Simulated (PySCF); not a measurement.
C3H3NOS.
Geometry (GFN2-xTB, Å), atoms numbered from 1 in this order:
```
atom  x, y, z in Å
O1     1.6577    0.7052   -0.0626
C2     0.4053    0.1948   -0.0175
C3    -0.7534    1.0120    0.0137
N4    -1.8900    0.3765    0.0569
S5    -1.6696   -1.2367    0.0647
C6     0.0408   -1.1253    0.0064
H7     2.3063   -0.0076   -0.0820
H8    -0.7432    2.0865    0.0021
H9     0.6597   -1.9994   -0.0068
```

Method: PBE0/def2-SVPD in PySCF (dipole) on a GFN2-xTB geometry, gas phase.

Masses are those of the commonest isotopes; rigid-rotor values at the optimised geometry. The values belong to one conformer with, in the numbering `[OH:1][c:2]1[cH:3][n:4][s:5][cH:6]1`, H–O1–C2–C3 180°.

(1) Give the principal moments of inertia and the rotational constants in cm⁻¹.

(2) Classify the top.

(3) Is it planar, by Δ = Ic − Ia − Ib?

(4) Where do the levels up to J = 3 lie, in K?

(5) Which lines would a microwave search look for?

Answers

(1) Ia = 65.10, Ib = 194.10, Ic = 259.20 u·Å²; 505379 MHz·u·Å²/I gives 7763, 2604 and 1950 MHz, that is A = 0.25894, B = 0.08685, C = 0.06504 cm⁻¹.

(2) An asymmetric top: κ = (2 × 2604 − 7763 − 1950)/(7763 − 1950) ≈ -0.78.

(3) Planar: Δ = Ic − Ia − Ib = 0.00 u·Å². For a rigid frame Δ = −2 Σ m c², so it vanishes when all atoms lie in the ab plane; here none is more than 0.01 Å from it.

(4) Above 0(0,0), as E/k:
J = 1: 1(0,1) 0.219, 1(1,1) 0.466, 1(1,0) 0.498
J = 2: 2(0,2) 0.653, 2(1,2) 0.872, 2(1,1) 0.966, 2(2,1) 1.709, 2(2,0) 1.712
J = 3: 3(0,3) 1.297, 3(1,3) 1.479, 3(1,2) 1.667, 3(2,2) 2.364, 3(2,1) 2.378, 3(3,1) 3.682, 3(3,0) 3.683
Those of J = 1 are B + C, A + C and A + B.

(5) The dipole components are |μa| = 1.72 D, |μb| = 2.70 D, |μc| = 0.00 D; the mirror of this Cs structure is the ab plane, so μc vanishes by symmetry (the 0.01 D computed is a residue) and there are no c-type lines. Intensities carry the squares of the components, which stand as 0.41 : 1.00 (a : b). Some lines, for components of 0.1 D or more:

```csv
type,branch,"J(Ka,Kc)",MHz,lower level (cm⁻¹)
a,Q,"1(1,0) ← 1(1,1)",654,0.324
b,R,"4(1,3) ← 3(2,2)",4860,1.643
b,Q,"2(1,1) ← 2(0,2)",6525,0.454
a,R,"2(0,2) ← 1(0,1)",9049,0.152
a,R,"2(1,1) ← 1(1,0)",9761,0.346
a,R,"4(2,2) ← 3(2,1)",18725,1.653
b,R,"4(1,4) ← 3(0,3)",20576,0.902
b,R,"2(2,0) ← 1(1,1)",25950,0.324
b,Q,"3(3,0) ← 3(2,1)",27180,1.653
b,R,"3(2,2) ← 2(1,1)",29138,0.671
b,Q,"4(4,0) ← 4(3,1)",38283,3.171
b,R,"3(3,1) ← 2(2,0)",41067,1.190
```

Whether it is a minimum is left open (no frequencies). Constants of a rigid frame at the computed geometry: no zero-point averaging, no centrifugal distortion. Quadrupole hyperfine structure (14N) is left out.
